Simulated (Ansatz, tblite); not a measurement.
Cost and result up the ladder for [B(OMe)H3]- (CH6BO⁻) (9 atoms). The state is a singlet with charge -1. Geometry: PBE-D4/def2-TZVPD.

```csv
atom,x (Å),y (Å),z (Å)
B1,-0.157,-0.968,0.712
O2,0.357,-0.484,-0.620
C3,0.210,0.881,-0.797
H4,-0.859,1.210,-0.740
H5,0.603,1.182,-1.791
H6,0.754,1.477,-0.022
H7,0.453,-0.399,1.652
H8,0.019,-2.194,0.775
H9,-1.381,-0.705,0.832
```

Ansatz on 4 threads of AMD EPYC 7571 on a shared host; xTB runs through tblite on one thread. Times are rough, summed over both states, and most runs start from the orbitals of an earlier one. PBE0-D4/def2-TZVPD serves as the yardstick here, not as an exact answer. The other state is a doublet.

The xTB rows come from tblite.

Raw xTB energies of ions are shifted by several eV.

```csv
level,functions,wall time,vertical IE (eV),difference from PBE0-D4/def2-TZVPD (eV),remarks
GFN2-xTB,18,0.008 s,7.33,4.13,–
GFN1-xTB,24,0.014 s,8.07,4.87,–
PBE-D4/def2-TZVPD,168,6.3 s,2.98,-0.21,HOMO above zero (-1 singlet)
PBE0-D4/def2-TZVPD (with forces),168,7.4 s,3.20,0.00,–
r2SCAN-D4/def2-TZVPD,168,9.5 s,3.04,-0.16,HOMO above zero (-1 singlet)
```
